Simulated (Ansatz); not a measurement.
## Ga–C–GaH, quartet: vertical spin and charge gaps

Geometry (PBE0/def2-TZVP stationary point for this spin, not checked as a minimum):

```xyz
4

Ga    0.0000   -0.3116    2.6806
C     0.0001   -0.4142    0.6623
Ga    0.0000   -0.3728   -1.3382
H     0.0000    1.0986   -2.0048
```

Basis cc-pVDZ; Ansatz 0.2.0. Only valence electrons are correlated (noble-gas cores and the filled d shells of p-block atoms frozen). Prefix R: restricted or restricted open-shell reference; prefix U: unrestricted. No spin–orbit coupling is included, and no scalar relativity.

Gaps are energies of the second state less the first, at fixed atoms, for a selection of the levels run; each method lands on the state that its own search finds for that charge and spin.

Unrestricted rows (U, and Kohn–Sham where it breaks symmetry) aren't spin-pure: their determinants' ⟨S²⟩ exceeds S(S+1) by up to 0.77, so they mix in states of higher spin. A value is left out where its run failed or describes another state than the reference as far as symmetry and spin tell, or, spin-broken singlets apart, can't be checked.

PBE gives 6.638 eV for removing an electron, to the triplet. Estimate what UCCSDT(Q) gives in cc-pVDZ.

UCCSDT(Q) in cc-pVDZ gives 6.592 eV, so against it PBE is off by 0.046 eV, of which a good part can be the reference's own basis and frozen-core error.

| level | gap (eV) | error (meV) | ⟨S²⟩ where 0.1 over S(S+1) (first / second) |
| --- | --- | --- | --- |
| UHF | 6.477 | -115 | – / 2.77 |
| UMP2 | 6.925 | 333 | – / 2.77 |
| UCCSD | 6.732 | 140 | – / 2.77 |
| UCCSD(T) | 6.664 | 72 | – / 2.77 |
| BCCD(T) | 6.615 | 23 | – / – |
| r2SCAN | 6.854 | 262 | – / 2.16 |
| PBE0 | 6.835 | 243 | – / 2.12 |
| B3LYP | 6.792 | 200 | – / – |
| wB97M-V | 6.930 | 338 | – / 2.15 |
| RPA-PBE | 6.664 | 72 | – / – |

Removing an electron, to the quintet: 7.663 eV at UCCSDT(Q).

```tsv
level	gap (eV)	error (meV)
UHF	6.875	-788
UCCSD	7.646	-17
BCCD(T)	7.674	11
UCCSDT	7.661	-2
PBE	7.934	271
r2SCAN	7.880	217
B3LYP	8.030	367
wB97M-V	7.997	334
B2PLYP	7.832	169
RPA-PBE	7.866	203
```

In so small a basis the reference is far from its limit while semilocal and hybrid functionals are nearer theirs (RPA and double hybrids share much of the reference's basis error), so the functionals' errors here hold much of the reference's basis and frozen-core error, which can add to them or hide them.

Full CI isn't at hand for all of this; UCCSDT(Q) serves as the reference, and is uncertain by about the last step of the cluster series. The frozen core follows each run's orbitals, which can shift R against U totals by a few meV for light atoms and by up to 0.1 eV past Ca.
